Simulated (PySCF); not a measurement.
Bond stretch in SMILES SC (CH₄S). The S2–H6 bond (S2 also carries C; H6 carries nothing else) is varied alone, starting from the PBE0/def2-TZVP optimised geometry.

- UHF/def2-TZVP (PySCF)
- UKS-B3LYP = unrestricted B3LYP/def2-TZVP (PySCF 2.14.0)
- RHF/def2-TZVP (PySCF)

Magnitude of the dipole moment (D; its direction can reverse along the curve, and a method can change to another solution) and Mulliken charge of the fragment that holds S2:

```tsv
R / Å	μ UHF	q UHF	μ UKS-B3LYP	q UKS-B3LYP	μ RHF	q RHF
1.01	1.66	-0.07	1.56	-0.08	1.66	-0.07
1.07	1.66	-0.08	1.56	-0.09	1.66	-0.08
1.15	1.66	-0.10	1.56	-0.10	1.66	-0.10
1.21	1.66	-0.11	1.55	-0.11	1.66	-0.11
1.27	1.66	-0.12	1.55	-0.12	1.66	-0.12
1.30	1.66	-0.12	1.55	-0.12	1.66	-0.12
1.34	1.66	-0.12	1.55	-0.12	1.66	-0.12
1.39	1.66	-0.13	1.55	-0.12	1.66	-0.13
1.41	1.66	-0.13	1.55	-0.12	1.66	-0.13
1.47	1.66	-0.13	1.54	-0.12	1.66	-0.13
1.57	1.66	-0.12	1.54	-0.11	1.66	-0.12
1.64	1.66	-0.11	1.54	-0.11	1.66	-0.11
1.80	1.67	-0.09	1.56	-0.08	1.67	-0.09
2.02	1.68	-0.04	1.60	-0.05	1.72	-0.06
2.20	1.70	-0.02	1.64	-0.03	1.81	-0.03
2.39	1.71	-0.01	1.66	-0.02	1.93	0.00
2.71	1.71	0.00	1.67	-0.01	2.19	0.05
2.97	1.71	0.00	1.68	-0.01	2.42	0.07
3.31	1.71	0.00	1.69	0.00	2.70	0.09
3.62	1.71	0.00	1.69	0.00	2.90	0.10
4.07	1.71	0.00	1.69	0.00	3.12	0.10
```

The unrestricted determinant behind UHF is spin-contaminated at 1.80 to 4.07 Å (<S²> up to 1.0, against 0.00 for a pure singlet). The unrestricted determinant behind UKS-B3LYP is spin-contaminated at 2.20 to 4.07 Å (<S²> up to 1.0, against 0.00 for a pure singlet). The restricted form behind RHF keeps the bonding electrons paired and can't separate into open-shell fragments.
